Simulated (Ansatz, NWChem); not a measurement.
## Exact exchange and the electronic atomisation energy of C2H3F

The species is C2H3F (6 atoms), meant as a singlet with charge 0. SMILES: `C=CF`. The shape is that of a PBE0-D4/def2-TZVP optimisation.

The electronic atomisation energy y, in eV, basis def2-TZVP; a is the functional's share of exact exchange. Programs: Ansatz 0.2.0, NWChem 7.3.0.

```
functional  program     a  y (eV)
      TPSS   NWChem     0   25.04
    r2SCAN   Ansatz     0   24.89
     B3LYP   Ansatz   0.2   24.76
      PBE0   Ansatz  0.25       ?
     BHLYP   Ansatz   0.5   23.87
```

Question: Fit y = c + s·a to the known rows and predict PBE0.

Answer: 
1. Means of the 4 rows: a = 0.1750, y = 24.640.
2. Σ(Δa)² = 0.1675, Σ(Δa·Δy) = -0.361, so the slope is -0.361/0.1675 = -2.1552.
3. Intercept: 24.640 − (-2.1552) × 0.1750 = 25.017. The largest residual of the fit is 0.17.
4. PBE0: 25.017 + (-2.1552) × 0.25 = 24.48 eV.

The run gave 24.92 eV, so the prediction is off by -0.44 eV, more than the scatter of the fit. The rows mix families of semi-local functionals, which the line can't see.
